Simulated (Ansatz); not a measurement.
A made-up structure of CH2BN, singlet:

```tsv
atom	x (Å)	y (Å)	z (Å)
B1	-0.7422	1.2232	-0.3167
C2	-0.5303	-0.3666	-0.1474
N3	0.4596	0.3801	0.1237
H4	-0.5982	-1.4500	-0.1002
H5	-1.3202	2.1039	-0.7780
```

It is relaxed with PBE-D4/def2-SVP and then PBE0-D4/def2-TZVP (Ansatz 0.2.0). Atoms count as bonded within 1.22 times the sum of their covalent radii (H–H: 0.88 Å). The end point is not checked to be a true minimum.

Q: Does its bonding change? (Judge from chemistry; the calculation decides.)

A: The calculation gives: No: no bond forms or breaks.

Where it ends: The first stage lowers the energy by 0.64 eV in 6 steps. It ends as CH₂BN ([BH]1[CH][N]1):
```xyz
5
angstrom
B -0.7519 1.0727 -0.3950
C -0.5418 -0.3333 -0.1699
N 0.4353 0.4726 0.1326
H -0.6121 -1.4137 -0.0881
H -1.2607 2.0923 -0.6983
```

Labels in which every atom is bracketed show which atoms are joined, not bond orders.

For scale, one of the runs: PBE0-D4/def2-TZVP relaxation, 105 basis functions, launched by `ansatz run in.yaml --threads 2 --pin off --events-out ev --progress --plain --max-ram 4352MiB`. The run took about 8 s on 2 CPU threads of an Arm Neoverse V2 (shared host).
